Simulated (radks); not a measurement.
**Valence configurations of O²⁺**

The task here is to estimate one member of a computed series from the others.

Method: scalar-relativistic Kohn-Sham, LDA (Slater exchange, Perdew-Wang correlation), spin-polarised, spherical densities, point nucleus; open shells are filled with parallel spins first. Code: radks (a radial shooting solver on a logarithmic mesh, Libxc functionals) version 1.

### Starting point

| Property | Result |
| --- | --- |
| element | oxygen (Z = 8) |
| charge | +2 |
| electrons | 6 |
| configuration | [He] 2s2 2p2 |
| others tried | 2s1 2p3; 2s1.5 2p2.5; 2p4; 2s0.5 2p3.5 |

The outer shells:

O²⁺
```
[He] core
2s [↑↓]
2p [↑ ][↑ ][  ]
```

Set-up of the first run:

Input:

```text
Z 8
configuration [He] 2s2 2p2
relativity scalar-relativistic
functional lda,pw
spin polarised
nucleus point
c 137.035999084
```

Among the steps run: [He] 2s2 2p2.

One of the session's tables, all rows but one given; the rest of the session is left out.

It belongs to the step «[He] 2s2 2p2». Radial moments (bohr):

| level | <r> | outermost maximum (interpolated) | 90 % within |
| --- | --- | --- | --- |
| 1s up | ? | ? | ? |
| 1s down | 0.2001 | 0.130 | 0.358 |
| 2s up | 1.025 | 0.830 | 1.61 |
| 2s down | 1.050 | 0.842 | 1.65 |
| 2p up | 0.9857 | 0.731 | 1.64 |
| 2p down | 1.029 | 0.751 | 1.72 |

Estimate the missing values for 1s up.

As computed: <r>: 0.2008; outermost maximum (interpolated): 0.130; 90 % within: 0.360. In the column «<r>» it lies between 1s down (0.2001) and 2p up (0.9857).
